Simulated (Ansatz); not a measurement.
Process, species as SMILES: C=[C]Cl → C=[C-]Cl (an electron is taken up)
B3LYP-D3(BJ)/def2-TZVP geometries, fixed; electronic energies without zero-point terms; positive where energy is released.
Largest species:
```xyz
5

C      0.0924     0.6987    -0.0099
C      1.3520     1.0534    -0.0189
Cl    -0.7322    -0.7609     0.0128
H      2.1572     0.3219    -0.0114
H      1.6238     2.1015    -0.0342
```
Charge 0, spin multiplicity 2.

Basis-set convergence of the adiabatic electron affinity at PBE with Ansatz (a program for electronic structure). All functions are spherical. Open shells are unrestricted. No added dispersion term, no relativity. Functions are those of the species that has most. Reference: the value in aug-pcseg-3, 1.549 eV, itself unsure by roughly 0.006 eV (its mean distance from aug-cc-pV(Q+d)Z, def2-QZVPPD). Deviations are taken from unrounded values.

```tsv
basis	functions	adiabatic electron affinity (eV)	minus reference (eV)
def2-SV(P)	50	0.965	-0.584
pcseg-1	56	1.444	-0.105
aug-pcseg-1	91	1.704	0.155
def2-TZVP	111	1.365	-0.184
def2-TZVPD	138	1.527	-0.022
jun-cc-pV(T+d)Z	154	1.559	0.010
aug-cc-pV(Q+d)Z	341	1.552	0.003
aug-pcseg-3	357	1.549	0.000
cc-pV(5+d)Z	392	1.490	-0.059
```
